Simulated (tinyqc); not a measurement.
Extended Hueckel theory, for CH3, step by step. One step of it, computed by the program tinyqc.

Problem. Mulliken analysis. P = C n C^T; charge = valence electrons (C 4, H 1) minus the sum of (P S)_ii on the atom; overlap population = 2 sum P_ij S_ij between two atoms.

coefficients:
```
,MO1,MO2,MO3,MO4,MO5,MO6,MO7
1C 2s,0.631371,0.000000,-0.000012,0.039489,0.000850,0.000000,1.385232
1C 2px,0.000002,0.000000,0.543795,-0.000004,1.172590,0.000000,-0.001013
1C 2py,0.000000,0.543730,0.000000,0.000000,0.000000,1.173131,0.000000
1C 2pz,0.001353,0.000000,0.000004,0.998662,-0.000046,0.000000,-0.084510
2H 1s,0.225086,0.000000,0.489659,-0.011509,-1.013117,0.000000,-0.756696
3H 1s,0.225197,0.423939,-0.244701,-0.011511,0.505677,-0.877269,-0.758417
4H 1s,0.225197,-0.423939,-0.244701,-0.011511,0.505677,0.877269,-0.758417
```

occupations: 2.000000  2.000000  2.000000  1.000000  0.000000  0.000000  0.000000

overlap S, lower triangle:
```
,1C 2s,1C 2px,1C 2py,1C 2pz,2H 1s,3H 1s,4H 1s
1C 2s,1.000000
1C 2px,0.000000,1.000000
1C 2py,0.000000,0.000000,1.000000
1C 2pz,0.000000,0.000000,0.000000,1.000000
2H 1s,0.484025,0.485474,0.000000,-0.028169,1.000000
3H 1s,0.484273,-0.242692,0.420637,-0.028189,0.119458,1.000000
4H 1s,0.484273,-0.242692,-0.420637,-0.028189,0.119458,0.119440,1.000000
```

Give: charges; Overlap populations.

Solution.

charges: 1C -0.168, 2H 0.056, 3H 0.056, 4H 0.056

Overlap populations:
```
pair,value
2-1,0.792383
3-1,0.792619
3-2,-0.033002
4-1,0.792619
4-2,-0.033002
4-3,-0.032997
```
